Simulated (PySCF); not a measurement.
PySCF input (PBE0/cc-pVQZ):

```python
import numpy as np, basis_set_exchange as bse
from pyscf import gto, scf, dft, df
from pyscf.prop.polarizability import rks as pol

basis = {'C': gto.basis.parse(bse.get_basis('cc-pVQZ', elements=['C'], fmt='nwchem')), 'H': gto.basis.parse(bse.get_basis('cc-pVQZ', elements=['H'], fmt='nwchem'))}
mol = gto.M(
    atom='''
    C    -0.00105023   -0.00044593    0.21807837
    C    -0.00682676   -0.00289863    1.41756777
    C     0.00595226    0.00252732   -1.23597935
    H    -0.01194066   -0.00506999    2.47946412
    H     0.01516829    1.02317495   -1.62370089
    H     0.88736845   -0.51296496   -1.62264162
    H    -0.87904773   -0.50023658   -1.63112234
    ''',
    basis=basis,
    charge=0,
    verbose=4,
    max_memory=8640,
)
mf = dft.RKS(mol, xc='pbe0')
mf.grids.level = 3
mf = mf.density_fit(auxbasis=df.autoaux(mol))
mf.conv_tol = 1e-9
mf.max_cycle = 100
print('smallest overlap eigenvalue', np.linalg.eigvalsh(mol.intor('int1e_ovlp'))[0])
mf.kernel()
dip = mf.dip_moment()
p = pol.Polarizability(mf)
p.max_cycle_cphf = 60
alpha = p.polarizability()
print('polarisability/bohr^3', alpha.trace() / 3)
```

Output:

```
PySCF version 2.14.0

[INPUT] verbose = 4
[INPUT] num. atoms = 7
[INPUT] num. electrons = 22
[INPUT] charge = 0
[INPUT] spin (= nelec alpha-beta = 2S) = 0
[INPUT] symmetry False subgroup None
[INPUT] Mole.unit = angstrom
[INPUT] Symbol           X                Y                Z      unit          X                Y                Z       unit  Magmom
[INPUT]  1 C     -0.001050230000  -0.000445930000   0.218078370000 AA   -0.001984647068  -0.000842685571   0.412108392992 Bohr   0.0
[INPUT]  2 C     -0.006826760000  -0.002898630000   1.417567770000 AA   -0.012900706718  -0.005477616836   2.678814848310 Bohr   0.0
[INPUT]  3 C      0.005952260000   0.002527320000  -1.235979350000 AA    0.011248141222   0.004775942629  -2.335662467118 Bohr   0.0
[INPUT]  4 H     -0.011940660000  -0.005069990000   2.479464120000 AA   -0.022564577147  -0.009580892554   4.685508122486 Bohr   0.0
[INPUT]  5 H      0.015168290000   1.023174950000  -1.623700890000 AA    0.028663913878   1.933520433016  -3.068349990313 Bohr   0.0
[INPUT]  6 H      0.887368450000  -0.512964960000  -1.622641620000 AA    1.676883342080  -0.969363285898  -3.066348260121 Bohr   0.0
[INPUT]  7 H     -0.879047730000  -0.500236580000  -1.631122340000 AA   -1.661159460121  -0.945310133689  -3.082374498260 Bohr   0.0

nuclear repulsion = 58.8966378686872
number of shells = 31
number of NR pGTOs = 332
number of NR cGTOs = 285
basis = {'C': [[0, [33980.0, 9.1e-05, 0.0, 0.0, -1.9e-05, 0.0], [5089.0, 0.000704, 0.0, 0.0, -0.000151, 0.0], [1157.0, 0.003693, 0.0, 0.0, -0.000785, 0.0], [326.6, 0.01536, 0.0, 0.0, -0.003324, 0.0], [106.1, 0.052929, 0.0, 0.0, -0.011512, 0.0], [38.11, 0.147043, 0.0, 0.0, -0.03416, 0.0], [14.75, 0.305631, 0.0, 0.0, -0.077173, 0.0], [6.035, 0.399345, 0.0, 0.0, -0.141493, 0.0], [2.53, 0.217051, 0.0, 0.0, -0.118019, 0.0], [0.7355, 0.015894, 1.0, 0.0, 0.273806, 0.0], [0.2905, -0.003084, 0.0, 1.0, 0.58651, 0.0], [0.1111, 0.000978, 0.0, 0.0, 0.28543, 1.0]], [1, [34.51, 0.0, 0.005378, 0.0, 0.0], [7.915, 0.0, 0.036132, 0.0, 0.0], [2.368, 0.0, 0.142493, 0.0, 0.0], [0.8132, 1.0, 0.34215, 0.0, 0.0], [0.289, 0.0, 0.463864, 1.0, 0.0], [0.1007, 0.0, 0.250028, 0.0, 1.0]], [2, [1.848, 1.0, 0.0, 0.0], [0.649, 0.0, 1.0, 0.0], [0.228, 0.0, 0.0, 1.0]], [3, [1.419, 1.0, 0.0], [0.485, 0.0, 1.0]], [4, [1.011, 1.0]]], 'H': [[0, [82.64, 0.0, 0.0, 0.002006, 0.0], [12.41, 0.0, 0.0, 0.015343, 0.0], [2.824, 0.0, 0.0, 0.075579, 0.0], [0.7977, 1.0, 0.0, 0.256875, 0.0], [0.2581, 0.0, 1.0, 0.497368, 0.0], [0.08989, 0.0, 0.0, 0.296133, 1.0]], [1, [2.292, 1.0, 0.0, 0.0], [0.838, 0.0, 1.0, 0.0], [0.292, 0.0, 0.0, 1.0]], [2, [2.062, 1.0, 0.0], [0.662, 0.0, 1.0]], [3, [1.397, 1.0]]]}
ecp = {}
ETB for H: l = 0, exps = 0.17978 * 1.8^n , n = 0..11
ETB for H: l = 1, exps = 0.38188999999999995 * 2^n , n = 0..4
ETB for H: l = 2, exps = 0.584 * 2.2^n , n = 0..3
ETB for H: l = 3, exps = 0.954 * 2.2^n , n = 0..2
ETB for H: l = 4, exps = 1.324 * 2.2^n , n = 0..2
ETB for C: l = 0, exps = 0.2014 * 1.8^n , n = 0..13
ETB for C: l = 1, exps = 0.2014 * 1.8^n , n = 0..10
ETB for C: l = 2, exps = 0.2014 * 1.8^n , n = 0..10
ETB for C: l = 3, exps = 0.3287 * 2.2^n , n = 0..5
ETB for C: l = 4, exps = 0.456 * 2.2^n , n = 0..4
ETB for C: l = 5, exps = 0.713 * 2.3^n , n = 0..2
smallest overlap eigenvalue 8.436119221293575e-06

******** <class 'pyscf.df.df_jk.DFRKS'> ********
method = DFRKS
initial guess = minao
damping factor = 0
level_shift factor = 0
DIIS = <class 'pyscf.scf.diis.CDIIS'>
diis_start_cycle = 1
diis_space = 8
diis_damp = 0
SCF conv_tol = 1e-09
SCF conv_tol_grad = None
SCF max_cycles = 100
direct_scf = False
XC library pyscf.dft.libxc version 7.1.2
    S. Lehtola, C. Steigemann, M. J. T. Oliveira, and M. A. L. Marques,  SoftwareX 7, 1–5 (2018)
XC functionals = pbe0
    C. Adamo and V. Barone,  J. Chem. Phys. 110, 6158 (1999)
    M. Ernzerhof and G. E. Scuseria,  J. Chem. Phys. 110, 5029 (1999)
radial grids:
    Treutler-Ahlrichs [JCP 102, 346 (1995); DOI:10.1063/1.469408] (M4) radial grids

becke partition: Becke, JCP 88, 2547 (1988); DOI:10.1063/1.454033
pruning grids: <function nwchem_prune>
grids dens level: 3
symmetrized grids: False
atomic radii adjust function: <function treutler_atomic_radii_adjust>
small_rho_cutoff = 0
Set gradient conv threshold to 3.16228e-05
Initial guess from minao.
tot grids = 81592
******** <class 'pyscf.df.df.DF'> ********
auxbasis = {'H': [[0, [np.float64(115.5417476404433), 1]], [0, [np.float64(64.18985980024628), 1]], [0, [np.float64(35.661033222359045), 1]], [0, [np.float64(19.811685123532804), 1]], [0, [np.float64(11.006491735296002), 1]], [0, [np.float64(6.11471763072), 1]], [0, [np.float64(3.3970653504), 1]], [0, [np.float64(1.887258528), 1]], [0, [np.float64(1.0484769600000001), 1]], [0, [np.float64(0.5824872), 1]], [0, [np.float64(0.323604), 1]], [0, [np.float64(0.17978), 1]], [1, [np.float64(6.110239999999999), 1]], [1, [np.float64(3.0551199999999996), 1]], [1, [np.float64(1.5275599999999998), 1]], [1, [np.float64(0.7637799999999999), 1]], [1, [np.float64(0.38188999999999995), 1]], [2, [np.float64(6.218432000000002), 1]], [2, [np.float64(2.82656), 1]], [2, [np.float64(1.2848), 1]], [2, [np.float64(0.584), 1]], [3, [np.float64(4.617360000000001), 1]], [3, [np.float64(2.0988), 1]], [3, [np.float64(0.954), 1]], [4, [np.float64(6.408160000000001), 1]], [4, [np.float64(2.9128000000000003), 1]], [4, [np.float64(1.324), 1]]], 'C': [[0, [np.float64(419.37451239461745), 1]], [0, [np.float64(232.98584021923193), 1]], [0, [np.float64(129.43657789957328), 1]], [0, [np.float64(71.90920994420738), 1]], [0, [np.float64(39.94956108011521), 1]], [0, [np.float64(22.194200600064004), 1]], [0, [np.float64(12.330111444480002), 1]], [0, [np.float64(6.8500619136), 1]], [0, [np.float64(3.8055899520000005), 1]], [0, [np.float64(2.11421664), 1]], [0, [np.float64(1.1745648000000002), 1]], [0, [np.float64(0.652536), 1]], [0, [np.float64(0.36252), 1]], [0, [np.float64(0.2014), 1]], [1, [np.float64(71.90920994420738), 1]], [1, [np.float64(39.94956108011521), 1]], [1, [np.float64(22.194200600064004), 1]], [1, [np.float64(12.330111444480002), 1]], [1, [np.float64(6.8500619136), 1]], [1, [np.float64(3.8055899520000005), 1]], [1, [np.float64(2.11421664), 1]], [1, [np.float64(1.1745648000000002), 1]], [1, [np.float64(0.652536), 1]], [1, [np.float64(0.36252), 1]], [1, [np.float64(0.2014), 1]], [2, [np.float64(71.90920994420738), 1]], [2, [np.float64(39.94956108011521), 1]], [2, [np.float64(22.194200600064004), 1]], [2, [np.float64(12.330111444480002), 1]], [2, [np.float64(6.8500619136), 1]], [2, [np.float64(3.8055899520000005), 1]], [2, [np.float64(2.11421664), 1]], [2, [np.float64(1.1745648000000002), 1]], [2, [np.float64(0.652536), 1]], [2, [np.float64(0.36252), 1]], [2, [np.float64(0.2014), 1]], [3, [np.float64(16.939988384000007), 1]], [3, [np.float64(7.699994720000002), 1]], [3, [np.float64(3.499997600000001), 1]], [3, [np.float64(1.5909080000000002), 1]], [3, [np.float64(0.72314), 1]], [3, [np.float64(0.3287), 1]], [4, [np.float64(10.682073600000003), 1]], [4, [np.float64(4.855488000000002), 1]], [4, [np.float64(2.2070400000000006), 1]], [4, [np.float64(1.0032), 1]], [4, [np.float64(0.456), 1]], [5, [np.float64(3.771769999999999), 1]], [5, [np.float64(1.6398999999999997), 1]], [5, [np.float64(0.713), 1]]]}
init E= -116.754169616534
  HOMO = -0.330128752054187  LUMO = -0.0243819164703934  gap/eV = 8.31980
cycle= 1 E= -116.521269609426  delta_E= 0.233  |g|= 0.359  |ddm|= 5.87
  HOMO = -0.216087320761866  LUMO = 0.0447599663945262  gap/eV = 7.09802
cycle= 2 E= -116.526932112226  delta_E= -0.00566  |g|= 0.315  |ddm|= 1.07
  HOMO = -0.287945559060873  LUMO = 0.0389079756562787  gap/eV = 8.89414
cycle= 3 E= -116.552858236967  delta_E= -0.0259  |g|= 0.0389  |ddm|= 0.597
  HOMO = -0.284717440645142  LUMO = 0.0372007701756217  gap/eV = 8.75984
cycle= 4 E= -116.55283463954  delta_E= 2.36e-05  |g|= 0.0408  |ddm|= 0.0961
  HOMO = -0.283837188676411  LUMO = 0.0382856447948238  gap/eV = 8.76541
cycle= 5 E= -116.553246347319  delta_E= -0.000412  |g|= 0.00422  |ddm|= 0.0505
  HOMO = -0.284276815187752  LUMO = 0.0384468136936287  gap/eV = 8.78176
cycle= 6 E= -116.553249987014  delta_E= -3.64e-06  |g|= 0.00138  |ddm|= 0.00814
  HOMO = -0.284213666528674  LUMO = 0.0384067952960627  gap/eV = 8.77895
cycle= 7 E= -116.553250416891  delta_E= -4.3e-07  |g|= 0.000158  |ddm|= 0.00232
  HOMO = -0.284201523080252  LUMO = 0.0384017445445032  gap/eV = 8.77848
cycle= 8 E= -116.55325042293  delta_E= -6.04e-09  |g|= 1.69e-05  |ddm|= 0.000282
  HOMO = -0.284201146857561  LUMO = 0.0384034465633465  gap/eV = 8.77852
cycle= 9 E= -116.553250423005  delta_E= -7.47e-11  |g|= 1.4e-06  |ddm|= 3.73e-05
  HOMO = -0.284201517306359  LUMO = 0.0384035014105499  gap/eV = 8.77853
Extra cycle  E= -116.553250423004  delta_E= 8.24e-13  |g|= 2.14e-06  |ddm|= 6.5e-06
converged SCF energy = -116.553250423004
Dipole moment(X, Y, Z, Debye):  0.00405,  0.00172, -0.84187
Isotropic polarizability 34.5035698965
Polarizability anisotropy 23.7961902572
polarisability/bohr^3 34.50356989649734
```
